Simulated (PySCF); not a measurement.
# Cost of excited-state runs on SMILES c1(O)cccs1, C$_{4}$H$_{4}$OS

Numbering as in the mapped SMILES `[OH:1][c:2]1[cH:3][cH:4][cH:5][s:6]1`; H(Xn) means a hydrogen on atom n.

PySCF with density fitting, on 1 thread of an Arm Neoverse N1, shared host. Command: `OMP_NUM_THREADS=1 python excited_run.py task.json out`

How long does each of these runs take, and how much memory?
- first hyperpolarisability, CAM-B3LYP/def2-SVPD; wavelengths [1064] nm
- excited states, B3LYP/def2-SVP; Tamm-Dancoff; spin-orbit couplings; 5 states; 6 triplets; quadratic response for 4 states
- excited states, wB97X-D/def2-SVPD; two-photon moments; 6 states; quadratic response for 5 states; 0 triplets


| run | level | basis functions | wall time | peak memory (GiB) |
| --- | --- | --- | --- | --- |
| first hyperpolarisability | CAM-B3LYP/def2-SVPD | 162 | 24 s | 0.64 |
| excited states | B3LYP/def2-SVP | 108 | 12 s | 0.53 |
| excited states | wB97X-D/def2-SVPD | 162 | 29 s | 0.62 |

Times from a shared host are rough.
